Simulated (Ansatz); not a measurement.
The first iterations of a band of C2H4FNO (9 atoms, charge 0, multiplicity 1).

All numbers below come from RKS PBE/def2-SVP in Ansatz.

```yaml
movable_images: 5
climbing_image: yes
spring: 5.0 eV/Å²
optimiser: quadratic models (default)
start_path: through a guess of the saddle point
force_threshold: 0.05 eV/Å
iteration_limit: 60
end_points: relaxed
```

First end point:

```xyz
9
Properties=species:S:1:pos:R:3
C 1.124 0.399 0.628
N 0.214 -0.533 0.002
C -0.892 -0.152 -0.474
O -1.790 -0.946 -1.072
F -1.369 1.108 -0.468
H 2.017 0.550 -0.016
H 1.497 -0.029 1.582
H 0.685 1.399 0.841
H -1.396 -1.842 -1.039
```

Last end point:

```xyz
9
Properties=species:S:1:pos:R:3
C 1.032 0.430 0.753
N -0.029 -0.457 0.331
C -0.748 -0.194 -0.673
O -1.748 -0.962 -1.128
F -0.648 0.891 -1.463
H 1.150 1.339 0.124
H 1.998 -0.118 0.758
H 0.855 0.754 1.801
H -1.774 -1.730 -0.520
```

| iteration | highest image above the first end (eV) | largest band force component (eV/Å) |
| --- | --- | --- |
| 1 | 3.348 | 14.049 |
| 2 | 2.373 | 2.769 |
| 3 | 1.254 | 2.887 |
| 4 | 0.899 | 5.457 |

Does the band converge within its limit, and where does its top end?

The run converged. It ended after 12 iterations with the highest image 0.030 eV above the first end. A vibrational analysis at the climbing image gives one clearly imaginary mode, 118i cm⁻¹: a first-order saddle point.

The run took 55 s on 2 threads of Intel(R) Xeon(R) Platinum 8488C (Sapphire Rapids), with other jobs on the host, peak memory 0.14 GiB.
